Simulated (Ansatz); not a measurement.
For wurtzite ZnO, PBE (PAW; Ansatz, a quantum-chemistry and plane-wave program) gives:

- lattice parameter a = 3.279 Å
- lattice parameter c = 5.293 Å
- cohesive energy = 3.54 eV/atom

### Question
What does r²SCAN0 in Ansatz (PAW) give for the same quantities?

### Answer

- lattice constant a: 3.225 Å (shrinks by 1.6 %)
- lattice parameter c: 5.174 Å (shrinks by 2.2 %)
- cohesive energy: 3.65 eV/atom (goes up by 0.11 eV/atom)

For comparison: lattice constant a 3.248 Å (measured, 4 K, zero-point motion not removed; as tabulated in arXiv:1206.3780); lattice parameter c 5.204 Å (measured, 4 K, zero-point motion not removed; as tabulated in arXiv:1206.3780); cohesive energy 3.8 ± 0.03 eV/atom (worked out here from tabulated enthalpies at 298 K, copied from a table, unchecked, brought to a static lattice with a Debye model, atoms in their spin–orbit ground levels; inputs from the CRC Handbook).

Changes are worked out from the printed values.

Unless a cell is named, each level is at its own relaxed cell (PBE 12.32, r²SCAN0 11.65 Å³/atom).

Ansatz's density-functional and Hartree–Fock values are scalar-relativistic unless marked +SOC, with PAW data made under PBE.
